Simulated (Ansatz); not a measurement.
Results of LDA (Ansatz, an electronic-structure program, plane waves, PAW) for corundum (α-Al2O3).

Settings: plane-wave cutoff 520 eV, 6×6×6 k mesh, scalar-relativistic PAW data made under PBE.

Cell (relaxed at this level):

```yaml
crystal:
  lattice:
    - [2.36474, 1.36528, 4.29695]
    - [-2.36474, 1.36528, 4.29695]
    - [0.00000, -2.73057, 4.29695]
  atoms:
    - { symbol: Al, position: [0.85202, 0.85202, 0.85202] }
    - { symbol: Al, position: [0.35202, 0.35202, 0.35202] }
    - { symbol: Al, position: [0.14798, 0.14798, 0.14798] }
    - { symbol: Al, position: [0.64798, 0.64798, 0.64798] }
    - { symbol: O, position: [0.44415, 0.05585, 0.75000] }
    - { symbol: O, position: [0.05585, 0.75000, 0.44415] }
    - { symbol: O, position: [0.55585, 0.94415, 0.25000] }
    - { symbol: O, position: [0.25000, 0.55585, 0.94415] }
    - { symbol: O, position: [0.94415, 0.25000, 0.55585] }
    - { symbol: O, position: [0.75000, 0.44415, 0.05585] }
```

### Question
Give the computed elastic constant C33, elastic constant C66, Young modulus, elastic constant C11, elastic constant C12, elastic constant C13 and elastic constant C44.

### Answer

- elastic constant C33 = 492 GPa
- elastic constant C66 = 165 GPa
- Young modulus = 404 GPa
- elastic constant C11 = 494 GPa
- elastic constant C12 = 165 GPa
- elastic constant C13 = 127 GPa
- elastic constant C44 = 152 GPa

Measured, for comparison: elastic constant C33 501 GPa, elastic constant C12 163 GPa, elastic constant C44 147 GPa (temperature not stated, not corrected to a static lattice; as tabulated in Oses et al. (2018), arXiv:1811.08464); elastic constant C11 497 GPa (temperature not stated, not corrected to a static lattice; as tabulated in Liu et al. (2023), arXiv:2002.00005); elastic constant C13 116 GPa (temperature not stated, not corrected to a static lattice, our sources range from 112 to 116; as tabulated in Oses et al. (2018), arXiv:1811.08464). Computed (rounded) less measured: elastic constant C33 -2 %, elastic constant C11 -0.6 %, elastic constant C12 +1 %, elastic constant C13 +9 % (+9 % to +13 % over the range), elastic constant C44 +3 %. A static lattice is as a rule a little smaller and stiffer than an uncorrected measurement, which narrows the difference in the elastic constant C12, elastic constant C13, elastic constant C44 and would widen misses of the other sign.

Elastic constants are with the ions relaxed.

The computed numbers hold no vibrational or temperature effects.

Cost on a shared machine: about 9 core-minutes (a rough figure).
